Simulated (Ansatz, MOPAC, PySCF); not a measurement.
Dimer: H2O (SMILES O) (first 3 atoms) with CH5N (SMILES CN); geometry from S66by8 set.
(charge 0, multiplicity 1):
```xyz
10

O     -1.98964    -0.55434    -0.00413
H     -2.34829     0.33334     0.02820
H     -1.02813    -0.41675     0.01200
N      0.78131    -0.34535     0.02063
H      1.07668    -0.89799    -0.77416
H      1.09139    -0.85608     0.83749
C      1.44065     0.96301    -0.01961
H      1.13010     1.54473     0.84490
H      2.53196     0.92371    -0.02857
H      1.11393     1.49893    -0.90744
```

Interaction energies are E(AB) − E(A) − E(B) at the monomers' geometry in the complex; basis-set methods are counterpoise corrected. Rows marked so take none.

Rows in 6-31G* carry no dispersion term and start afresh at each structure (6-31G* with six Cartesian d functions). The state that PM6 reach isn't checked.

Codes used: Ansatz (Gaussian orbitals); MOPAC for PM6 (differences of heats of formation); PySCF for 6-31G* rows. Each number belongs to the level named beside it.

**Question.** One of these levels gives -13.4 kJ/mol for the interaction energy. Name it.
A. HF/6-31G* (no counterpoise)
B. PBE/def2-TZVPPD
C. PM6

**Answer.** C, PM6. The others give -22.5 (HF/6-31G* (no counterpoise)), -28.9 (PBE/def2-TZVPPD)

Ansatz is an electronic-structure program.
